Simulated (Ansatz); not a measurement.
Relaxation of AlClH$_{2}$O (5 atoms, charge 0, multiplicity 1), to a largest force component of 0.02 eV/Å in at most 40 steps.

Computed with RKS PBE-D4/def2-SVP (Ansatz).

```xyz
5
Properties=species:S:1:pos:R:3:forces:R:3
Al 0.000 0.000 0.000 1.22 0.05 0.91
Cl 0.000 0.000 2.230 0.01 0.01 -1.49
O 1.542 0.000 -0.890 -0.70 -1.60 0.50
H 1.841 -0.952 -1.045 -0.20 1.48 0.15
H -1.351 0.000 -0.780 -0.33 0.05 -0.06
```

Where does it end, and by what steps?

The run converged. After 6 steps the energy has fallen by 0.394 eV; H4 moved furthest, 0.56 Å.

| step | energy less start (eV) | largest force component (eV/Å) | accepted |
| --- | --- | --- | --- |
| 0 | 0.0000 | 1.598 | yes |
| 1 | -0.1576 | 0.908 | yes |
| 2 | -0.2090 | 0.951 | yes |
| 3 | -0.3014 | 0.343 | yes |
| 4 | -0.3830 | 0.283 | yes |
| 5 | -0.3941 | 0.041 | yes |
| 6 | -0.3945 | 0.011 | yes |

```xyz
5
Properties=species:S:1:pos:R:3
Al -0.075 -0.074 -0.041
Cl 0.129 -0.108 2.065
O 1.269 -0.404 -1.045
H 2.159 -0.617 -0.722
H -1.451 0.251 -0.742
```

Time of the run: 12 s on 1 thread of Arm Neoverse V1, on a shared host, peak memory 0.12 GiB.
